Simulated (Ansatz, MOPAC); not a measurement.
Gas-phase reaction in SMILES: N[Si](N)(CC)N [triaminosilylethane] + 5 [H][H] (H2) → 2 C (CH4) + 3 N (NH3) + [SiH4] (SiH4)

Wanted: energy of full hydrogenation (enthalpy at 298 K), in kcal/mol. Conventions: no dispersion term unless named; no spin-orbit coupling; non-relativistic; frozen cores in correlated levels. CBS(X,Y): correlation extrapolated as X^-3; Hartree-Fock from the larger set. Ab initio and DFT rows: single points at B3LYP-D3(BJ) geometries (Ansatz, a quantum-chemistry and plane-wave program), with unscaled harmonic terms from B3LYP/6-31G* (Ansatz) at its own minima. Semi-empirical rows: MOPAC heats of formation at their own minima for 298 K.

```csv
species,coefficient,"E at HF/STO-3G (Ansatz), Eh","E at wB97M-V/def2-TZVPD (Ansatz), Eh","H(298 K) - E, kcal/mol","heat of formation at MNDO (MOPAC), kcal/mol"
CC[Si](N)(N)N,-1,-528.11464,-536.67944,98.23,-78.55
[H][H] (H2),-5,-1.11653,-1.16077,8.44,0.72
C (CH4),+2,-39.72674,-40.49098,30.76,-11.96
N (NH3),+3,-55.45399,-56.55014,24.05,-6.38
[SiH4] (SiH4),+1,-287.91011,-291.84546,22.18,1.18
```

Coupled cluster (Ansatz) is a level with limits of its own, used here on species with T1 under 0.025 (0.045 for open shells) and stable references: CCSD(T)/CBS(cc-pV(T+d)Z,cc-pV(Q+d)Z). Value to compare with, CCSD(T)/CBS(cc-pV(T+d)Z,cc-pV(Q+d)Z) (Ansatz): 20.8 kcal/mol. 1 Eh = 627.5095 kcal/mol.

Compute it at each level from the table, and compare with CCSD(T)/CBS(cc-pV(T+d)Z,cc-pV(Q+d)Z) (Ansatz).


- HF/STO-3G: the sum of coefficient times E is -0.02827 Eh, or -17.74 kcal/mol; the thermal terms add 15.42. Result: -2.3 kcal/mol. Its difference against CCSD(T)/CBS(cc-pV(T+d)Z,cc-pV(Q+d)Z) (Ansatz) is -23.1 kcal/mol.
- wB97M-V/def2-TZVPD: the sum of coefficient times E is 0.00545 Eh, or 3.42 kcal/mol; the thermal terms add 15.42. Result: 18.8 kcal/mol. Its difference against CCSD(T)/CBS(cc-pV(T+d)Z,cc-pV(Q+d)Z) (Ansatz) is -2.0 kcal/mol.
- MNDO: the sum of coefficient times heat of formation is 33.07 kcal/mol; it needs no thermal term. Its difference against CCSD(T)/CBS(cc-pV(T+d)Z,cc-pV(Q+d)Z) (Ansatz) is 12.3 kcal/mol.
